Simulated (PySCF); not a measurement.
formic acid (CH₂O₂), SMILES O=CO. Atoms are numbered in the order given.

```xyz
5

O     -0.0900     1.1107     0.0000
C      0.3966    -0.1327     0.0000
O     -0.2622    -1.1287     0.0000
H     -1.0567     1.0414     0.0000
H      1.4952    -0.1014     0.0000
```
Charge 0, spin multiplicity 1.

The structure is a stationary point at PBE0-D3(BJ)/def2-TZVP. The values are those of a single conformer.

Two levels are set side by side: PBE/pcSseg-2 (PySCF) and PBE0/pcSseg-2 (PySCF). GIAO shifts against H2O (¹⁷O), TMS (¹H), TMS (¹³C) at the same level; non-relativistic, no solvent, atoms listed together averaged. Differences are taken from unrounded values.

```csv
quantity,PBE
δ(¹⁷O) of O1 (ppm),224.5
δ(¹³C) of C2 (ppm),165.0
δ(¹⁷O) of O3 (ppm),432.0
δ(¹H) of H4 (ppm),6.05
δ(¹H) of H5 (ppm),8.11
```

**Question.** These are the PBE values. What does PBE0 give? (An estimate is asked for; the answer gives what the named calculation found.)

**Answer.** 
```csv
quantity,PBE0,PBE minus PBE0
δ(¹⁷O) of O1 (ppm),210.7,13.9
δ(¹³C) of C2 (ppm),168.7,-3.7
δ(¹⁷O) of O3 (ppm),435.0,-2.9
δ(¹H) of H4 (ppm),6.16,-0.11
δ(¹H) of H5 (ppm),7.99,0.11
```

Rough cost on one machine, each run with all the roots and properties that it gave: PBE0 against PBE within a factor of 2.
